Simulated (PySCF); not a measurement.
Molecule: `FP(F)F`, F₃P.

Atom-mapped SMILES (the numbers label the heavy atoms): `[F:1][P:2]([F:3])[F:4]`.

Geometry PBE0-D3(BJ)/def2-SVP throughout; GIAO in PySCF, gas phase, one conformer, non-relativistic; equivalent atoms averaged; functional PBE0.

(1) How do the shifts δ (against CFCl3, H3PO4 at the same level) depend on the basis set? (ppm; last column core-seconds on 1 thread of an AMD EPYC 9B45, shared host)

(2) Which nucleus moves most, in ppm?

(3) Taking the largest basis, pcSseg-3 (292 functions), as the yardstick, rank the others by their worst heavy-atom deviation.

Results:

(1) 
| basis set | functions | F1/F3/F4 | P2 | core-s |
| --- | --- | --- | --- | --- |
| pcSseg-0 | 40 | -47.5 | 151.7 | 0.82 |
| cc-pVDZ | 60 | -17.8 | 136.5 | 1.2 |
| aug-cc-pVDZ | 96 | -27.9 | 114.4 | 2.2 |
| cc-pVTZ | 124 | -20.4 | 120.2 | 2.8 |
| IGLO-III | 149 | -23.5 | 123.3 | 3.2 |
| pcSseg-3 | 292 | -20.7 | 119.8 | 11 |

(2) P2 (phosphorus bonded to 3 F): from 114.4 ppm with aug-cc-pVDZ to 151.7 ppm with pcSseg-0. The smallest spread is 29.7 ppm, at F1/F3/F4.

(3) cc-pVTZ 0.4 ppm (124 functions), IGLO-III 3.5 ppm (149 functions), aug-cc-pVDZ 7.2 ppm (96 functions), cc-pVDZ 16.7 ppm (60 functions), pcSseg-0 31.9 ppm (40 functions).

A small basis that lands close on one nucleus may do so by chance; judge by the trend and by all nuclei.
